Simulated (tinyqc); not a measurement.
G0W0 on RHF in the sto-3g basis, for LiH, spin multiplicity 1, step by step. One step of it, computed by the program tinyqc.

Question. Iteration 1: building the Fock matrix. J_ij = sum D_kl (ij|kl), K_ij = sum D_kl (ik|jl); F = H + J - 0.5 K; E = tr D H + tr D J / 2 - 0.25 tr D K + E_nn.

D at the start:
```
            1Li 1s     1Li 2s   1Li 2px   1Li 2py   1Li 2pz      2H 1s
1Li 1s    2.075167  -0.225356  0.000000  0.000000  0.003771  -0.013945
1Li 2s   -0.225356   1.025926  0.000000  0.000000  0.000328   0.093243
1Li 2px   0.000000   0.000000  0.000000  0.000000  0.000000   0.000000
1Li 2py   0.000000   0.000000  0.000000  0.000000  0.000000   0.000000
1Li 2pz   0.003771   0.000328  0.000000  0.000000  0.004004   0.059295
2H 1s    -0.013945   0.093243  0.000000  0.000000  0.059295   0.886879
```

core Hamiltonian H = T + V (hartree):
```
            1Li 1s     1Li 2s    1Li 2px    1Li 2py    1Li 2pz      2H 1s
1Li 1s   -4.694632  -1.054157   0.000000   0.000000  -0.012258  -0.180391
1Li 2s   -1.054157  -1.370898   0.000000   0.000000  -0.108667  -0.557928
1Li 2px   0.000000   0.000000  -1.115039   0.000000   0.000000   0.000000
1Li 2py   0.000000   0.000000   0.000000  -1.115039   0.000000   0.000000
1Li 2pz  -0.012258  -0.108667   0.000000   0.000000  -1.201228  -0.717645
2H 1s    -0.180391  -0.557928   0.000000   0.000000  -0.717645  -1.331437
```

Two-electron integrals (ij|kl) in chemists' order, unique and non-zero (hartree):
```
(11|11) 1.680395   (21|11) 0.265420   (21|21) 0.049941   (22|11) 0.397727
(22|21) 0.092860   (22|22) 0.290562   (31|31) 0.008981   (32|31) 0.013788
(32|32) 0.064184   (33|11) 0.396640   (33|21) 0.092880   (33|22) 0.290497
(33|33) 0.312946   (41|41) 0.008981   (42|41) 0.013788   (42|42) 0.064184
(43|43) 0.016869   (44|11) 0.396640   (44|21) 0.092880   (44|22) 0.290497
(44|33) 0.279207   (44|44) 0.312946   (51|51) 0.008981   (52|51) 0.013788
(52|52) 0.064184   (53|53) 0.016869   (54|54) 0.016869   (55|11) 0.396640
(55|21) 0.092880   (55|22) 0.290497   (55|33) 0.279207   (55|44) 0.279207
(55|55) 0.312946   (61|11) 0.042618   (61|21) 0.008071   (61|22) 0.015330
(61|33) 0.015151   (61|44) 0.015151   (61|51) 0.000975   (61|52) 0.001901
(61|55) 0.015693   (61|61) 0.001430   (62|11) 0.116947   (62|21) 0.027714
(62|22) 0.093861   (62|33) 0.088774   (62|44) 0.088774   (62|51) 0.004439
(62|52) 0.028613   (62|55) 0.103942   (62|61) 0.005377   (62|62) 0.053045
(63|31) 0.002032   (63|32) 0.009926   (63|53) 0.004219   (63|63) 0.003447
(64|41) 0.002032   (64|42) 0.009926   (64|54) 0.004219   (64|64) 0.003447
(65|11) 0.150042   (65|21) 0.035880   (65|22) 0.125739   (65|33) 0.117129
(65|44) 0.117129   (65|51) 0.006856   (65|52) 0.043929   (65|55) 0.142825
(65|61) 0.007193   (65|62) 0.077289   (65|65) 0.113840   (66|11) 0.288151
(66|21) 0.069353   (66|22) 0.259267   (66|33) 0.236546   (66|44) 0.236546
(66|51) 0.011960   (66|52) 0.097259   (66|55) 0.304535   (66|61) 0.013881
(66|62) 0.186182   (66|65) 0.280772   (66|66) 0.774606
```

nuclear repulsion = 0.86561158 hartree

Give: Coulomb J; exchange K; Fock matrix F; total energy of this density.

Answer.

Coulomb J (hartree):
```
         1Li 1s  1Li 2s  1Li 2px  1Li 2py  1Li 2pz   2H 1s
1Li 1s   4.0711  0.6946   0.0000   0.0000   0.0123  0.1147
1Li 2s   0.6946  1.3447   0.0000   0.0000   0.0969  0.5110
1Li 2px  0.0000  0.0000   1.3202   0.0000   0.0000  0.0000
1Li 2py  0.0000  0.0000   0.0000   1.3202   0.0000  0.0000
1Li 2pz  0.0123  0.0969   0.0000   0.0000   1.3865  0.7016
2H 1s    0.1147  0.5110   0.0000   0.0000   0.7016  1.5887
```

exchange K (hartree):
```
         1Li 1s  1Li 2s  1Li 2px  1Li 2py  1Li 2pz   2H 1s
1Li 1s   3.4204  0.5526   0.0000   0.0000   0.0107  0.1057
1Li 2s   0.5526  0.4273   0.0000   0.0000   0.0917  0.3073
1Li 2px  0.0000  0.0000   0.0837   0.0000   0.0000  0.0000
1Li 2py  0.0000  0.0000   0.0000   0.0837   0.0000  0.0000
1Li 2pz  0.0107  0.0917   0.0000   0.0000   0.2054  0.3205
2H 1s    0.1057  0.3073   0.0000   0.0000   0.3205  0.8101
```

Fock matrix F (hartree):
```
          1Li 1s   1Li 2s  1Li 2px  1Li 2py  1Li 2pz    2H 1s
1Li 1s   -2.3338  -0.6359   0.0000   0.0000  -0.0053  -0.1185
1Li 2s   -0.6359  -0.2399   0.0000   0.0000  -0.0576  -0.2006
1Li 2px   0.0000   0.0000   0.1633   0.0000   0.0000   0.0000
1Li 2py   0.0000   0.0000   0.0000   0.1633   0.0000   0.0000
1Li 2pz  -0.0053  -0.0576   0.0000   0.0000   0.0825  -0.1763
2H 1s    -0.1185  -0.2006   0.0000   0.0000  -0.1763  -0.1478
```

total energy of this density = -7.650258 hartree

This density is the starting one; it is not idempotent, so its energy is not variational and may lie below the converged one.
